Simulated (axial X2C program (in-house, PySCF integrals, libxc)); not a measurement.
Photoelectron levels of SiN⁻ by EOM-IP-CCSD

Calculated with an in-house all-electron X2C program for linear molecules (integrals from PySCF): two-component X2C with atomic mean-field Coulomb and Gaunt terms, Gaussian nuclei, basis Si dyall-av3z, N dyall-av3z with contracted cores.

R = 1.589 Å (near the PBE0 minimum at charge -1 of the determinant lowest at the starting distance; the state shown can have its own minimum elsewhere).

Hartree–Fock spinors of SiN⁻ (one of each Kramers pair; a window near the gap, which can cut inner shells):

| ω | occupied | ε (eV) | character |
| --- | --- | --- | --- |
| 1/2 | yes | -20.92 | 60% N s, 13% Si s, 13% Si p |
| 1/2 | yes | -8.11 | 45% N p, 33% Si s, 9% N s |
| 1/2 | yes | -4.11 | 39% N p, 30% Si p, 21% Si s |
| 1/2 | yes | -3.32 | 61% N p, 30% Si p, 4% Si d |
| 3/2 | yes | -3.32 | 62% N p, 29% Si p, 4% Si d |
| 1/2 | no | 3.86 | 85% Si p, 14% Si s |
| 3/2 | no | 3.86 | 96% Si p, 2% Si d |
| 1/2 | no | 3.86 | 96% Si p, 2% Si d |
| 1/2 | no | 4.44 | 71% Si s, 13% Si p, 10% N p |
| 1/2 | no | 6.62 | 75% N p, 12% Si d, 9% Si s |
| 1/2 | no | 6.79 | 62% N p, 20% Si d, 14% Si p |

Vertical detachment energies of SiN⁻ to the states of SiN:

```tsv
Ω of SiN	vertical detachment energy (eV)	above lowest (cm⁻¹)	ionised spinor	one-hole weight
1/2	2.974	0	53% N pσ, 22% Si pσ, 12% Si sσ	0.91
3/2	3.247	2202	62% N pπ, 29% Si pπ	0.92
1/2	3.259	2297	61% N pπ, 30% Si pπ	0.92
1/2	6.560	28924	42% Si sσ, 28% N pσ, 17% Si pσ	0.85
```

Problem. Take the first Ω = 1/2 and Ω = 3/2 rows of π character: how far apart are they, and which lies lower?

Solution. E(3/2) − E(1/2) = 2202 − 2297 = -95 cm⁻¹ at EOM-IP-CCSD: inverted, Ω = 3/2 lower. Splittings at this level can be off by ten to twenty per cent.

This point took 7.8 s on 1 thread of Intel(R) Xeon(R) Processor @ 2.30GHz, on a shared host.

Reference electrons by ω block (each with its −ω partner): 1/2: 9, 3/2: 2. 10 electrons of SiN⁻ correlated (inner shells frozen), 94 natural virtual spinors (a truncated set); levels can be off by some tenths of an eV. Roots sought by Ω: (1/2: 4, 3/2: 3, 5/2: 1); rows need 60 % one-particle weight and stop where some Ω has no more roots. Missing are any skipped roots, higher Ω and states of a further excitation; these come out far too high here and may in truth be low or lowest. T1 of the reference 0.024 (Lee–Taylor). Number of frozen shells: Si 2 s, 1 p; N 1 s.
